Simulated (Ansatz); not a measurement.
**Si–BH2, quartet: the ladder up to RCCSDTQ**

Geometry: a point of a stretch scan, not a stationary point.

```xyz
4

Si    0.0000    0.0000    0.5754
B     0.0000    0.0000   -1.1796
H     0.0000   -1.0760   -1.6906
H     0.0000    1.0760   -1.6906
```

Basis cc-pVDZ; Ansatz 0.2.0. Correlated methods freeze the noble-gas cores, which leaves 9 electrons in 36 orbitals. Prefix R: restricted or restricted open-shell reference; prefix U: unrestricted. Active spaces: valence = (9e, 10o) chosen from the atoms' valence shells; pair = (5e, 5o) about the gap.

Full CI isn't at hand for all of this; RCCSDTQ serves as the reference, and is uncertain by the last step of the cluster series or more. The frozen core follows each run's orbitals, which can shift R against U totals by a few meV.

For open shells CISD is restricted-active-space CI with the open shells as a complete middle space.

- UHF ⟨S²⟩: 3.752
- T1 diagnostic (RCCSD): 0.0360
- largest doubles amplitude (RCCSD): 0.084
- T1 diagnostic (UCCSD): 0.0340

```csv
level,E − E(RHF) (eV)
UHF,-0.0222
RMP2,-3.7071
UMP2,-3.7103
RCCSD,-4.5894
UCCSD,-4.5904
RCCSD(T),-4.7407
UCCSD(T),-4.7412
```

**Question.** Estimate how far RCCSDTQ in cc-pVDZ lies from RCCSD(T). The table doesn't fix it; the size of (T) and the diagnostics are the guide.

**Answer.** RCCSDTQ in cc-pVDZ lies 4.2 kJ/mol below RCCSD(T), which is 29 % of the (T) step (-14.6 kJ/mol). T1 is raised, and the rest is a large part of (T). The miss exceeds 1 kcal/mol.

The other levels:

```json
{"level": "CISD", "E − E(RCCSDTQ) (kJ/mol)": "41.9", "share of correlation (%)": "90.92", "wall time": "2.9 s"}
{"level": "BCCD(T)", "E − E(RCCSDTQ) (kJ/mol)": "4.0", "share of correlation (%)": "99.14", "wall time": "1.3 s"}
{"level": "RCCSDT", "E − E(RCCSDTQ) (kJ/mol)": "0.9", "share of correlation (%)": "99.80", "wall time": "–"}
{"level": "UCCSDT", "E − E(RCCSDTQ) (kJ/mol)": "0.9", "share of correlation (%)": "99.81", "wall time": "–"}
{"level": "RCCSDT(Q)", "E − E(RCCSDTQ) (kJ/mol)": "0.1", "share of correlation (%)": "99.98", "wall time": "10 s"}
{"level": "UCCSDT(Q)", "E − E(RCCSDTQ) (kJ/mol)": "0.0", "share of correlation (%)": "99.99", "wall time": "9 s"}
{"level": "CASSCF (valence space)", "E − E(RCCSDTQ) (kJ/mol)": "293.8", "share of correlation (%)": "36.36", "wall time": "–"}
{"level": "NEVPT2 (valence space)", "E − E(RCCSDTQ) (kJ/mol)": "83.0", "share of correlation (%)": "82.02", "wall time": "3 s"}
{"level": "MRCISD (valence space)", "E − E(RCCSDTQ) (kJ/mol)": "19.9", "share of correlation (%)": "95.69", "wall time": "–"}
{"level": "MRCISD+Q (valence space)", "E − E(RCCSDTQ) (kJ/mol)": "3.1", "share of correlation (%)": "99.34", "wall time": "6 s (H100)"}
```

The correlation energy at RCCSDTQ, counted from RHF, is -4.785 eV. That run took 25 s on 2 threads of AMD EPYC 7R13 with a shared H100 80 GB, shared host.

Run but not shown, since their state, orbitals or frozen core can't be matched to the reference's or they repeat it: CASSCF (pair space), NEVPT2 (pair space), MRCISD (pair space), MRCISD+Q (pair space).

Times hold each run's SCF and search for its determinant on a shared host, so for small cases they say little of a method's own cost; rows without a card ran on 1 thread of AMD EPYC 7R13.

Natural occupations of CASSCF (valence space) about the gap: 1.981 1.978 1.961 1.006 1.001 0.986 0.029 0.021 0.019 0.019; effectively unpaired electrons, Σ n²(2−n)², 3.02.
